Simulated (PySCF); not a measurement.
N2.
Structure used (PBE/6-31+G*), in Å, numbered top down from 1:
```xyz
2
N2 angstrom
N      0.559   -0.003   -0.004
N     -0.558    0.003   -0.011
```

Method used: PBE/6-31+G* geometry optimisation, gas phase (PySCF).

Masses are those of the commonest isotopes; rigid-rotor values at the optimised geometry. 

(1) What are the moment of inertia and the rotational constant?

(2) List the first levels of a rigid rotor in a Σ state.

(3) Has it a pure rotational spectrum?

(4) Estimate the classical rotational partition function at 25 K, 100 K and 200 K.

Answers

(1) I = 8.723 u·Å², B = 505379 MHz·u·Å²/I = 57934 MHz (1.9325 cm⁻¹, or 2.780 K as hB/k). For two atoms I = μr² with μ = 7.0015 u and r = 1.1162 Å.

(2) E(J) = BJ(J+1): J = 1: 3.865, J = 2: 11.595, J = 3: 23.190, J = 4: 38.649, J = 5: 57.974, J = 6: 81.163 cm⁻¹.

(3) Not by electric dipole: D∞h allows no dipole (computed 0.00 D). Rotational Raman lines (ΔJ = 2) lie at B(4J + 6), spaced by 4B = 7.730 cm⁻¹, with nuclear-spin weights that differ between even and odd J.

(4) Point group D∞h, symmetry number σ = 2; q = kT/(σhB), k/h = 20836.6 MHz/K: 4.5 at 25 K, 18.0 at 100 K, 36.0 at 200 K.

Stationary, but not proved a minimum. These are rigid-rotor constants of the computed structure; measured ground-state constants (B0) also hold zero-point vibration.
